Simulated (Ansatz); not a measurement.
# CH3O2: the cost of one run

Method: the levels named in each step, in Ansatz 0.2.0.

**1. Starting point**

Bond lengths: O1–C2 1.140 Å, C2–O3 1.617 Å, C2–H4 1.088 Å, O3–H5 0.986 Å, O3–H6 0.983 Å. Angles: O1–C2–O3 117.8°, O1–C2–H4 139.4°, O3–C2–H4 102.8°, C2–O3–H5 111.7°, C2–O3–H6 111.8°, H5–O3–H6 108.5°.

Coordinates:

```xyz
6

O     1.1038    0.1507   -0.4101
C     0.2379    0.4273    0.2787
O    -1.1252   -0.4333    0.1578
H     0.0020    1.1445    1.0626
H    -1.5215   -0.3646   -0.7421
H    -0.9768   -1.3832    0.3622
```

**2. A rough first relaxation, PBE-D4/def2-SVP**

Contents of input.yaml:

```yaml
crystal:
  periodic: [false, false, false]
  atoms:
    - { symbol: O, position_ang: [1.10376, 0.15066, -0.41009] }
    - { symbol: C, position_ang: [0.23795, 0.42728, 0.27866] }
    - { symbol: O, position_ang: [-1.1252, -0.43327, 0.15775] }
    - { symbol: H, position_ang: [0.00204, 1.14446, 1.06259] }
    - { symbol: H, position_ang: [-1.52149, -0.36464, -0.74213] }
    - { symbol: H, position_ang: [-0.9768, -1.38322, 0.36223] }
total_charge: 1
basis:
  gaussian: { orbitals: def2-SVP }
hamiltonian:
  xc: pbe
  dispersion: d4
relax:
  f_tol: 0.03
  max_steps: 200
```

Launch:

```bash
$ ansatz run input.yaml --threads 4 --pin off --max-ram 10240MiB --backend cpu --events-out ev --progress --plain --runs-dir out
```

**Question.** How long does this run take on 4 threads of Arm Neoverse V1, shared host, and how much memory does it need?

About 6.7 s, with a peak of 0.11 GiB.
